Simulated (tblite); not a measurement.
**CH5FN2 (SMILES NC(N)F) at GFN2-xTB**

What is the energy change on altering one bond length of CH5FN2 at GFN2-xTB? 

Program for the calculation: tblite 0.8.0.

19 further runs of the same task are left out: 19 set aside as unsound or not needed.

### 1 Starting point

CH5FN2: 9 atoms, total charge 0, spin state singlet. SMILES: `NC(N)F`. The shape was relaxed beforehand at GFN2-xTB. This is one conformer, not always the lowest.

Bond lengths: N1–C2 1.426 Å, C2–N3 1.410 Å, C2–F4 1.413 Å, N1–H5 1.011 Å, N1–H6 1.010 Å, C2–H7 1.109 Å, N3–H8 1.012 Å, N3–H9 1.014 Å. Some angles: N1–C2–N3 109.8°, N1–C2–F4 106.1°, N3–C2–F4 112.0°, N1–C2–H7 116.1°, N3–C2–H7 109.5°, F4–C2–H7 103.2°, C2–N1–H5 111.8°, C2–N1–H6 110.5°, C2–N3–H8 111.8°, C2–N3–H9 110.2°.

### 2 The harmonic vibrations at GFN2-xTB

Input file molecule.xyz:

```xyz
9

N     -0.953199     0.537779    -0.570762
C      0.343165     0.065018    -0.210847
N      0.296540    -0.530190     1.066753
F      0.716500    -0.858649    -1.213062
H     -0.931554     1.077247    -1.426116
H     -1.351804     1.082764     0.180538
H      1.160751     0.814409    -0.239968
H      1.172689    -0.976844     1.305020
H     -0.453077    -1.211525     1.108445
```

Input file job.py:

```python
import json
import numpy as np
from tblite.interface import Calculator
from tblite.interface import symbols_to_numbers
from ase.data import atomic_masses

symbols = list(map(str, np.loadtxt("molecule.xyz", skiprows=2, usecols=0, dtype=str, ndmin=1)))
numbers = np.array(symbols_to_numbers(symbols))
positions = np.loadtxt("molecule.xyz", skiprows=2, usecols=(1, 2, 3), ndmin=2) / 0.52917721

tb = Calculator("GFN2-xTB", numbers, positions, charge=0, uhf=0)
tb.set("verbosity", 0)
tb.set("accuracy", 0.01)
res = tb.singlepoint()
h = 0.005  # bohr
n = positions.size
H, D = np.zeros((n, n)), np.zeros((n, 3))
for a in range(n):
    g, d = [], []
    for sign in (1, -1):
        x = positions.ravel().copy()
        x[a] += sign * h
        tb.update(x.reshape(-1, 3))
        y = tb.singlepoint()
        g.append(y.get('gradient').ravel())
        d.append(y.get('dipole'))
    H[a], D[a] = (g[0] - g[1]) / (2 * h), (d[0] - d[1]) / (2 * h)
mass = np.repeat(atomic_masses[numbers], 3)
H = (H + H.T) / 2 / np.sqrt(np.outer(mass, mass))
# project out translations and rotations
com = positions - atomic_masses[numbers] @ positions / atomic_masses[numbers].sum()
T = [np.tile(v, len(numbers)) for v in np.eye(3)] + [np.cross(com, v).ravel() for v in np.eye(3)]
U, sv, _ = np.linalg.svd((np.array(T) * np.sqrt(mass)).T)
Q = U[:, (sv > 1e-3 * sv.max()).sum():]
w, V = np.linalg.eigh(Q.T @ H @ Q)
freq = np.sign(w) * np.sqrt(np.abs(w)) * 5140.487
inten = (((Q @ V).T / np.sqrt(mass)) @ D) ** 2
inten = inten.sum(axis=1) * 974.88
print(f"E = {res.get('energy'):.8f} Eh, max gradient {np.abs(res.get('gradient')).max():.2e} Eh/bohr")
print("mode   frequency/cm^-1   IR/(km/mol)")
for i, (v, s) in enumerate(zip(freq, inten), 1):
    print(f"{i:4d} {v:14.2f} {s:14.3f}")
zpe = freq[freq > 0].sum() / 2 / 219474.63
print(f"imaginary modes: {(freq < -10).sum()}, zero-point energy {zpe:.6f} Eh = {zpe * 27.211386:.4f} eV")
out = {k: np.asarray(res.get(k)).tolist() for k in ("energy", "gradient", "charges", "dipole", "orbital-energies", "orbital-occupations")}
out.update(symbols=symbols, positions=(positions * 0.529177210903).tolist(), frequencies=freq.tolist(), intensities=inten.tolist(), zpe=zpe)
json.dump(out, open("results.json", "w"))
```

Launch:

```sh
$ python job.py
```

What it wrote:

```text
E = -15.25032948 Eh, max gradient 2.34e-05 Eh/bohr
mode   frequency/cm^-1   IR/(km/mol)
   1         168.81         51.341
   2         332.36         56.040
   3         406.58         17.332
   4         419.08         23.620
   5         545.24         25.107
   6         758.96        140.568
   7         889.89        181.064
   8         903.08        269.833
   9         990.65          8.666
  10        1077.03        108.090
  11        1187.54         58.524
  12        1233.03         81.140
  13        1294.46         37.980
  14        1338.40         82.342
  15        1507.35         68.952
  16        1529.89         46.674
  17        2770.47        119.713
  18        3415.05          1.505
  19        3436.71          1.801
  20        3454.65          0.119
  21        3479.81          0.097
imaginary modes: 0, zero-point energy 0.070940 Eh = 1.9304 eV
```

It took 0.37 s on 1 thread of Intel Xeon at 2.70GHz, shared host.

### 3 The distorted shape: energy and gradient at GFN2-xTB

Input file start.xyz:

```xyz
9
start geometry
N     -1.654033     0.895147    -0.761089
C     -0.357143     0.422487    -0.401379
N     -0.404113    -0.172263     0.876371
F      0.015157    -0.500503    -1.403179
H     -1.632083     1.434927    -1.616009
H     -2.052443     1.440597    -0.010839
H      0.459997     1.172347    -0.430389
H      1.172500    -0.977120     1.304890
H     -1.153453    -0.853953     0.918031
```

Input file calc.py:

```python
import json
import numpy as np
from tblite.interface import Calculator
from tblite.interface import symbols_to_numbers

symbols = list(map(str, np.loadtxt("start.xyz", skiprows=2, usecols=0, dtype=str, ndmin=1)))
numbers = np.array(symbols_to_numbers(symbols))
positions = np.loadtxt("start.xyz", skiprows=2, usecols=(1, 2, 3), ndmin=2) / 0.529177210903

tb = Calculator("GFN2-xTB", numbers, positions, charge=0, uhf=0)
tb.set("verbosity", 0)
tb.set("accuracy", 0.1)
tb.add("spin-polarization", 1.0)
sp = tb.singlepoint()

print(f"total energy: {sp.get('energy') * 27.211386:.8f} eV")
eps = np.atleast_2d(sp.get("orbital-energies")) * 27.211386
occ = np.atleast_2d(sp.get("orbital-occupations"))
filled = occ.sum(axis=0) if eps.shape[0] == 1 else occ[0]
homo = np.nonzero(filled > 0.5)[0].max()
print(f"HOMO {eps[0, homo]:.4f} eV")
if homo + 1 < eps.shape[1]:
    print(f"LUMO {eps[0, homo + 1]:.4f} eV, gap {eps[0, homo + 1] - eps[0, homo]:.4f} eV")
mu = sp.get("dipole") * 2.541746
print(f"dipole: {np.linalg.norm(mu):.4f} D, components " + " ".join(f"{c:.4f}" for c in mu))
q = sp.get("charges")
g = sp.get("gradient")
print("atom     charge      dE/dx        dE/dy        dE/dz   (Eh/bohr)")
for i, s in enumerate(symbols):
    print(f"{s:<2}{i + 1:<3} {q[i]:9.4f} {g[i, 0]:12.7f} {g[i, 1]:12.7f} {g[i, 2]:12.7f}")
print(f"gradient norm {np.linalg.norm(g):.6f} Eh/bohr")
out = {k: np.asarray(sp.get(k)).tolist() for k in ("energy", "gradient", "charges", "dipole", "orbital-energies", "orbital-occupations")}
out.update(symbols=symbols, positions=(positions * 0.529177210903).tolist())
json.dump(out, open("results.json", "w"))
```

Launch:

```sh
$ python calc.py
```

What it wrote:

```text
total energy: -411.74572254 eV
HOMO -10.9105 eV
LUMO -8.9268 eV, gap 1.9837 eV
dipole: 2.0196 D, components -0.2833 1.6797 1.0850
atom     charge      dE/dx        dE/dy        dE/dz   (Eh/bohr)
N 1     -0.3374    0.0038521    0.0010427   -0.0026408
C 2      0.2898   -0.0148127    0.0106237   -0.0045951
N 3     -0.2950   -0.0466331    0.0095904   -0.0154369
F 4     -0.2860    0.0009147   -0.0006614    0.0015491
H 5      0.1704   -0.0010141   -0.0002568    0.0001918
H 6      0.1667    0.0010308   -0.0008774   -0.0007176
H 7      0.0194    0.0001882   -0.0000879    0.0001343
H 8      0.0960    0.0640807   -0.0284719    0.0216549
H 9      0.1761   -0.0076067    0.0090986   -0.0001397
gradient norm 0.091733 Eh/bohr
```

Wall time 0.31 s (1 thread of Intel Xeon at 2.70GHz, shared host).

### 4 Summary of results

At GFN2-xTB:

| quantity | value |
| --- | --- |
| first shape: total energy | -15.25033 Eh |
| first shape: dipole moment | 2.09 D |
| first shape: HOMO energy | -10.78 eV |
| first shape: LUMO energy | 0.26 eV |
| first shape: HOMO–LUMO gap | 11.04 eV |
| first shape: largest force on an atom | 0.002 eV/Å |
| first shape: lowest harmonic wavenumber | 169 cm⁻¹ |
| first shape: highest harmonic wavenumber | 3480 cm⁻¹ |
| first shape: zero-point energy | 186.3 kJ/mol |
| distorted shape: total energy | -15.13138 Eh |
| distorted shape: dipole moment | 2.02 D |
| distorted shape: HOMO energy | -10.91 eV |
| distorted shape: LUMO energy | -8.93 eV |
| distorted shape: HOMO–LUMO gap | 1.98 eV |
| distorted shape: largest force on an atom | 3.774 eV/Å |
| energy change with the N3–H8 bond stretched from 1.012 to 1.821 Å | 3.237 eV |

With the N3–H8 bond stretched from 1.012 to 1.821 Å the energy rises by 3.24 eV (75 kcal/mol). All 21 modes (first shape) are real, so the shape is a minimum at this level. Mulliken charges (distorted shape) run from -0.34 on N1 to +0.29 on C2.
